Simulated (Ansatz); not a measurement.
# H₂O (singlet): wave-function methods side by side at distance O1–H2 = 1.055 Å, cc-pVTZ

How much of the correlation energy of H₂O (singlet) does each wave-function method recover here?

Method: cc-pVTZ, core rule «outside noble gas», up to 1 orbitals frozen; program: Ansatz 0.2.0, Gaussian basis.

To be run: UHF; CCSD(T) on RHF; BCCD(T) on RHF; CISD; CCSDT(Q) on RHF; CASSCF and NEVPT2, 2 electrons in 2 orbitals; CASSCF and MRCISD+Q, 8 electrons in 6 orbitals; CASSCF and NEVPT2, 8 electrons in 6 orbitals.

21 further runs of the same task are left out: 12 that didn't finish, 9 set aside as unsound or not needed.

## Step 1: What is computed

The geometry derives from a PBE0/def2-TZVP stationary point (not a proven minimum). One bond is set to the value named and the two fragments are kept rigid.

3 atoms, charge 0, spin multiplicity 1.

Atoms are counted from 1 here; the program's logs count them from 0.

Bond lengths: O1–H2 1.055 Å, O1–H3 0.960 Å. Angles: H2–O1–H3 105.1°.

## Step 2: UHF

in.yaml

```yaml
crystal:
  periodic: [false, false, false]
  atoms:
    - {symbol: O, position_ang: [0.000000, -0.068568, 0.004239]}
    - {symbol: H, position_ang: [0.000000, 0.573240, -0.833083]}
    - {symbol: H, position_ang: [0.000000, 0.515160, 0.765789]}
basis:
  gaussian: {orbitals: cc-pVTZ}
magnetization: {spin_polarized: true, initial_magnetization: 0}
hamiltonian: {xc: hf}
output: {orbitals: {seedname: orbitals}}
```

Started as:

```sh
> ansatz run in.yaml --threads 1 --pin off --events-out ev --progress --plain --max-ram 2393MiB
```

After this run come: CCSD(T) on RHF; BCCD(T) on RHF; CISD; CCSDT(Q) on RHF; CASSCF and NEVPT2, 2 electrons in 2 orbitals; CASSCF and MRCISD+Q, 8 electrons in 6 orbitals; CASSCF and NEVPT2, 8 electrons in 6 orbitals.

Before running them: what should the planned runs give, taken together? Wanted: RCCSDT(Q) below the RHF energy; RMP2 from RCCSDT(Q); RCCSD from RCCSDT(Q); RCCSD(T) from RCCSDT(Q); NEVPT2 pair from RCCSDT(Q); NEVPT2 valence from RCCSDT(Q); MRCISD+Q valence from RCCSDT(Q); T1 diagnostic; effectively unpaired electrons.

The runs gave:

```
                         quantity                      value
   RCCSDT(Q) below the RHF energy                 -7.5992 eV
              RMP2 from RCCSDT(Q)               +37.3 kJ/mol
             RCCSD from RCCSDT(Q)               +22.5 kJ/mol
          RCCSD(T) from RCCSDT(Q)                +1.3 kJ/mol
       NEVPT2 pair from RCCSDT(Q)               +38.0 kJ/mol
    NEVPT2 valence from RCCSDT(Q)               +80.7 kJ/mol
  MRCISD+Q valence from RCCSDT(Q)                +5.3 kJ/mol
levels within 1 kcal/mol (43 meV)  RCCSD(T), BCCD(T), RCCSDT
                    T1 diagnostic                      0.007
   effectively unpaired electrons                       0.01
```

What this shows: RCCSD(T) misses by +1.3 kJ/mol, 0.2 % of the correlation energy. One determinant dominates. Of the multireference levels listed MRCISD+Q valence comes nearest in total energy (+5.3 kJ/mol), which doesn't show that its space is the better one. These misses are within one basis, not against nature.
